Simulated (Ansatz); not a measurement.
Input for Ansatz (development build ahead of 0.2.0):

```yaml
crystal:
  periodic: [false, false, false]
  atoms:
    - { symbol: S, position_ang: [-0.0019, 0.0096, -0.49856] }
    - { symbol: O, position_ang: [-0.00547, -0.00018, 0.99289] }
basis:
  gaussian: { orbitals: STO-3G }
magnetization:
  spin_polarized: true
  initial_magnetization: 2
hamiltonian:
  xc: hf
correlation:
  method: mp2
  frozen_orbitals: { O: 1, S: 5 }
```

The input is written out in the form of the current development build from the run's settings.

The run gave:

- Converged: yes
- Reference energy: -466.95996 hartree
- Correlation energy: -0.05753 hartree
- Total energy: -467.01749 hartree
- Spin squared of the determinant: 2.004
